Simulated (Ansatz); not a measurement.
# BH7Si: the cost of one run

Program: Ansatz 0.2.0. Level of theory: RKS B3LYP/def2-SVP. These are calculated values, not measurements.

## Step 1: The starting structure

Bond lengths: B1–H3 1.190 Å, B1–H4 1.190 Å, B1–Si5 2.250 Å, Si5–H6 1.460 Å, Si5–H7 1.460 Å, Si5–H8 1.460 Å, Si5–H9 1.594 Å. Angles: H3–B1–H4 120.0°, H3–B1–Si5 97.0°, H4–B1–Si5 101.2°, B1–Si5–H6 109.5°, B1–Si5–H7 109.5°, B1–Si5–H8 109.5°, B1–Si5–H9 55.9°, H6–Si5–H7 109.4°, H6–Si5–H8 109.4°, H6–Si5–H9 144.2°, H7–Si5–H8 109.4°, H7–Si5–H9 106.3°, H8–Si5–H9 57.9°.

As a file:

```xyz
9

B     0.0000    0.0000    0.0000
H     0.0000    0.0000    1.5400
H     1.0305    0.0000   -0.5950
H    -1.0305    0.0000   -0.5950
Si    0.0940   -2.1331    0.7095
H    -0.6959   -2.9783   -0.1812
H     1.4817   -2.5871    0.7061
H    -0.4425   -2.2202    2.0645
H     0.0384   -0.8711    1.6809
```

## Step 2: Pulling towards end A

Springs on the bonds that form and break draw the guess towards this end; the thresholds are loose.

The input, input.yaml:

```yaml
crystal:
  periodic: [false, false, false]
  atoms:
    - { symbol: B, position_ang: [0.0, 0.0, 0.0] }
    - { symbol: H, position_ang: [0.0, 0.0, 1.54] }
    - { symbol: H, position_ang: [1.0305, 0.0, -0.595] }
    - { symbol: H, position_ang: [-1.0305, 0.0, -0.595] }
    - { symbol: Si, position_ang: [0.094, -2.1331, 0.7095] }
    - { symbol: H, position_ang: [-0.6959, -2.9783, -0.1812] }
    - { symbol: H, position_ang: [1.4817, -2.5871, 0.7061] }
    - { symbol: H, position_ang: [-0.4425, -2.2202, 2.0645] }
    - { symbol: H, position_ang: [0.0384, -0.8711, 1.6809] }
basis:
  gaussian: { orbitals: def2-SVP }
hamiltonian:
  xc: b3lyp
relax:
  f_tol: 0.15
  max_steps: 25
  restrain:
    - { distance: [0, 4], at: 3.15, k: 30.0 }
    - { distance: [8, 1], at: 1.86, k: 30.0 }
    - { distance: [0, 1], at: 1.19, k: 30.0 }
    - { distance: [8, 4], at: 1.46, k: 30.0 }
```

The run is started by

```
ansatz run input.yaml --threads 1 --pin off --max-ram 2048MiB --backend cpu --events-out ev --progress --plain --runs-dir out
```

Q: Estimate wall time and peak memory on 1 thread of Intel Xeon at 2.60GHz (Ice Lake), shared host.

About 15 s, with a peak of 0.14 GiB.
